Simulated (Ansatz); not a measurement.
SiNH7, closed shell: a pair in one relaxed arrangement.

Input (in.yaml):

```yaml
crystal:
  periodic: [false, false, false]
  atoms:
    - {symbol: N, position_ang: [-0.023699, 0.232100, -1.557935]}
    - {symbol: H, position_ang: [-0.685185, -0.383351, -2.015274]}
    - {symbol: H, position_ang: [-0.286665, 1.182502, -1.788324]}
    - {symbol: H, position_ang: [0.884131, 0.061143, -1.972800]}
    - {symbol: Si, position_ang: [0.021736, -0.213185, 1.431448]}
    - {symbol: H, position_ang: [0.354730, -1.507971, 0.790282]}
    - {symbol: H, position_ang: [1.036048, 0.824685, 1.127366]}
    - {symbol: H, position_ang: [0.044268, -0.433342, 2.909084]}
    - {symbol: H, position_ang: [-1.345464, 0.237421, 1.076254]}
basis:
  gaussian: {orbitals: "def2-TZVPPD.json"}
hamiltonian: {xc: {name: B97M-V}}
```

The basis file named in the input lies beside it (Basis Set Exchange, JSON).

Run by:

```bash
ansatz run in.yaml --threads 2 --pin off --events-out ev --progress --plain --max-ram 5222MiB
```

The run's output (Ansatz 0.2.0):

```
Functional definition: B97M-V
  name "B97M-V"
  cite "Mardirossian & Head-Gordon, J. Chem. Phys. 142, 074111 (2015) doi:10.1063/1.4907719"
  cite "Becke, J. Chem. Phys. 107, 8554 (1997) doi:10.1063/1.475007"
  cite "Vydrov & Van Voorhis, J. Chem. Phys. 133, 244103 (2010) doi:10.1063/1.3521275"
  # Of w^i u^j: cxij and so on, Table III.
  parameter cx00 = 1.000
  parameter cx01 = 1.308
  parameter cx02 = 1.901
  parameter cx10 = 0.416
  parameter cx11 = 3.070
  parameter css00 = 1.000
  parameter css02 = -1.855
  parameter css10 = -5.668
  parameter css32 = -20.497
  parameter css42 = -20.364
  parameter cos00 = 1.000
  parameter cos01 = 1.573
  parameter cos03 = -6.298
  parameter cos10 = 2.535
  parameter cos32 = -6.427
  parameter b = 6.0
  parameter c = 0.01
  gx(w, u) = cx00 + cx01*u + cx02*u^2 + (cx10 + cx11*u)*w
  gss(w, u) = css00 + css02*u^2 + css10*w + (css32*w^3 + css42*w^4)*u^2
  gos(w, u) = cos00 + cos01*u + cos03*u^3 + cos10*w + cos32*w^3*u^2
  exchange = spin_sum(e_x_unif_s*gx(b97_w, b97_u_x))
  correlation = spin_sum(e_c_pw_mod_same_spin*gss(b97_w, b97_u_same))
      + integral(e_c_pw_mod_opposite_spin*gos(b97_w_opposite, b97_u_opposite)) + vv10(b, c)
897 factors; their error is unknown
mean field evaluation 1: about -9473.5324 eV, gradient 5.8e1 eV
mean field evaluation 2: about -9460.4012 eV, gradient 8.9e1 eV
mean field evaluation 4: about -9480.1325 eV, gradient 2.4e0 eV
mean field evaluation 8: about -9480.1298 eV, gradient 4.6e-2 eV
mean field evaluation 16: about -9480.1298 eV, gradient 1.9e-5 eV
mean field -9480.12984905 eV, -348.3883460896 hartree, gradient 1.9e-5 eV, S^2 0.000000; 0 other end points of the search recorded, 0 dependent functions left out
reference -9480.12991666 eV, -348.3883485744 hartree; 14, 14 occupied and 190, 190 virtual orbitals, 897 factors
Total energy: -9480.12991666 eV, -348.3883485744 hartree
```

Hardware: 2 CPU threads, shared host. Wall time about 3.1 s.
